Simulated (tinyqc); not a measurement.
Inside a calculation. Method: Pariser-Parr-Pople SCF with singles CI, for the molecule C=C([CH2-])O (SMILES; centres numbered as the heavy atoms are written). One step of it, computed by the program tinyqc.

Problem. Iteration 2: orbitals and new P. Diagonalise F (the basis is taken as orthonormal) and form P = 2 sum c c over the lowest orbitals; 0.3 of the old P is kept.

F (eV):
```
,1C,2C,3C,4O
1C,-0.341512,-4.879476,0.994915,0.723765
2C,-4.879476,1.853542,-4.879476,-4.225069
3C,0.994915,-4.879476,-0.341512,0.723765
4O,0.723765,-4.225069,0.723765,-7.052634
```

pi electrons, sum of z_r less the charge = 6

P after iteration 1:
```
,1C,2C,3C,4O
1C,1.620312,0.632558,-0.379688,-0.259385
2C,0.632558,0.946013,0.632558,0.433312
3C,-0.379688,0.632558,1.620312,-0.259385
4O,-0.259385,0.433312,-0.259385,1.813362
```

Give: orbital energies; P after iteration 2.

Solution.

orbital energies (eV): -9.156  -4.484  -1.336  9.094

P after iteration 2:
```
,1C,2C,3C,4O
1C,1.606,0.652,-0.394,-0.224
2C,0.652,0.920,0.652,0.371
3C,-0.394,0.652,1.606,-0.224
4O,-0.224,0.371,-0.224,1.868
```
